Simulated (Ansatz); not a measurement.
`CCNCN`, relaxed with RKS PBE-D4/def2-SVP in Ansatz from a rough embedded geometry. The force threshold is 0.03 eV/Å; the program also tests the step.

Total charge 0; spin multiplicity 1.

Start:

```xyz
15

C     1.627   -0.777    0.704
C     1.222   -0.010   -0.466
N     0.022    0.745   -0.247
C    -1.251   -0.019   -0.316
N    -2.211    0.913    0.016
H     0.897   -1.616    0.993
H     1.721   -0.172    1.623
H     2.559   -1.306    0.551
H     1.102   -0.631   -1.313
H     2.020    0.716   -0.684
H     0.035    1.254    0.660
H    -1.382   -0.461   -1.260
H    -1.172   -0.867    0.516
H    -2.077    1.701   -0.585
H    -3.113    0.530   -0.191
```

```
step  energy (eV)  largest force (eV/Å)  largest move (Å)
   1   -6240.5187                 4.956             0.000
   2   -6241.1192                 1.602             0.117
   3   -6241.2072                 0.353             0.143
   4   -6241.2135                 0.269             0.196
   5   -6241.2244                 0.110             0.143
   6   -6241.2290                 0.050             0.042
   7   -6241.2297                 0.017             0.024
```

End:

```xyz
15

C     1.653   -0.918    0.699
C     1.261    0.060   -0.421
N     0.032    0.812   -0.224
C    -1.202    0.055   -0.195
N    -2.305    0.997   -0.098
H     0.889   -1.709    0.844
H     1.772   -0.385    1.666
H     2.615   -1.423    0.473
H     1.169   -0.496   -1.382
H     2.086    0.790   -0.574
H     0.079    1.406    0.614
H    -1.196   -0.597   -1.111
H    -1.305   -0.652    0.674
H    -2.349    1.560   -0.957
H    -3.198    0.500   -0.008
```

Run time 10 s (4 threads of an Arm Neoverse V2 on a shared host); peak host memory 0.15 GiB.
